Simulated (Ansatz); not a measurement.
Cl2 (charge +1): a ladder of basis sets, run with Ansatz 0.2.0 through its Python package.

`cl2.xyz`
```text
2

Cl    0.00000    0.00000    0.00000
Cl    0.00000    0.00000    2.04000
```

The script, `basis.py`:
```python
"""How the energy of Cl2(+) converges with the basis."""

import warnings

import ansatz

SETTINGS = {
    "xc": "b3lyp",
    "charge": 1,
}

warnings.simplefilter("ignore", ansatz.DeckWarning)

cl2 = ansatz.Crystal.molecule_from_extxyz("cl2.xyz")

base = (
    cl2.calculation()
    .functional(SETTINGS["xc"])
    .charge(SETTINGS["charge"])
    .spin("collinear", total=1)  # spin-polarised run
)

energies = {}
for basis in ["STO-3G", "6-31G", "6-31G*", "def2-SVP", "def2-SVPD", "def2-TZVP", "def2-TZVPP"]:
    rep = base.basis(gaussian=basis).run().report
    size = rep["n_frozen"] + rep["n_occupied"][0] + rep["n_virtual"][0]
    energies[basis] = (rep["reference_energy_ev"] / 27.211386246, rep["free_energy_ev"] / 27.211386246)
    print(f"{basis:14s} {size:4d} orbitals  reference {energies[basis][0]:14.6f} Ha  total {energies[basis][1]:14.6f} Ha")

last = energies["def2-TZVPP"][1]
for basis, (_, total) in energies.items():
    print(f"{basis:14s} lies {27.211386 * (total - last):9.4f} eV above def2-TZVPP")
```

How far does the total energy move along this ladder of basis sets?

Against STO-3G: 6-31G -9958.0 mHa, 6-31G* -10006.5 mHa, def2-SVP -9754.6 mHa, def2-SVPD -9761.9 mHa, def2-TZVP -10082.2 mHa and def2-TZVPP -10082.4 mHa. The last step alone is -0.14 mHa (these two sets differ little on atoms other than hydrogen).

What the script printed:

`python basis.py` gives:
```text
STO-3G           18 orbitals  reference    -909.916343 Ha  total    -909.916343 Ha
6-31G            26 orbitals  reference    -919.874388 Ha  total    -919.874388 Ha
6-31G*           38 orbitals  reference    -919.922837 Ha  total    -919.922837 Ha
def2-SVP         36 orbitals  reference    -919.670961 Ha  total    -919.670961 Ha
def2-SVPD        54 orbitals  reference    -919.678245 Ha  total    -919.678245 Ha
def2-TZVP        74 orbitals  reference    -919.998582 Ha  total    -919.998582 Ha
def2-TZVPP       84 orbitals  reference    -919.998726 Ha  total    -919.998726 Ha
STO-3G         lies  274.3556 eV above def2-TZVPP
6-31G          lies    3.3834 eV above def2-TZVPP
6-31G*         lies    2.0650 eV above def2-TZVPP
def2-SVP       lies    8.9189 eV above def2-TZVPP
def2-SVPD      lies    8.7207 eV above def2-TZVPP
def2-TZVP      lies    0.0039 eV above def2-TZVPP
def2-TZVPP     lies    0.0000 eV above def2-TZVPP
```

What to keep in mind:
- The drop along the ladder measures the basis error, and is no property of the molecule.
- The geometry is a force-field or estimated start, not a minimum of this method, and the last set is no limit. Much of the fall in a total is atomic energy, which cancels in bond and reaction energies.
- The species is open-shell (spin multiplicity 2).
- b3lyp holds the VWN-RPA fit, as in Gaussian; the form of ORCA and Turbomole is b3lyp5.
- Totals across families of basis sets mostly measure their core functions.
- The spin state was assumed, and another may lie lower.
- Wall time of the script: 8 s on 1 thread of Arm Neoverse V2, on a shared host, peak memory 0.21 GiB.

(Lines on the test bed's own set-up are left out of the output.)
